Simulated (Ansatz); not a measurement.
C2H3N, SMILES `CC#N` (charge 0, multiplicity 1).

Cartesian coordinates (Å):
SMILES: CC#N
```xyz
6

C     -0.4870     0.0005    -0.0003
C      0.9620    -0.0010     0.0007
N      2.1110    -0.0021     0.0015
H     -0.8608     0.9061    -0.4803
H     -0.8627    -0.0363     1.0232
H     -0.8625    -0.8672    -0.5447
```
Charge 0, spin multiplicity 1.

Frozen-core energies in 6-31g from Ansatz (a program for electronic structure) at a geometry from PBE0-D3(BJ)/def2-TZVP; the HF reference has <S^2> = 0.00 and the T1 diagnostic is 0.011.

```tsv
level	energy (Ha)
HF	-131.86495
MP2	-132.15962
CCSD	-132.17347
```

Task: Estimate the energies of CCSD(T), CCSDT, CCSDT(Q) and CCSDTQ, and give each level's difference from CCSDTQ.

Result: 
```tsv
level	energy (Ha)	difference from CCSDTQ (mHa)
MP2	-132.15962	24.57
CCSD	-132.17347	10.72
CCSD(T)	-132.18263	1.56
CCSDT	-132.18284	1.35
CCSDT(Q)	-132.18440	-0.21
CCSDTQ	-132.18419	0.00
```
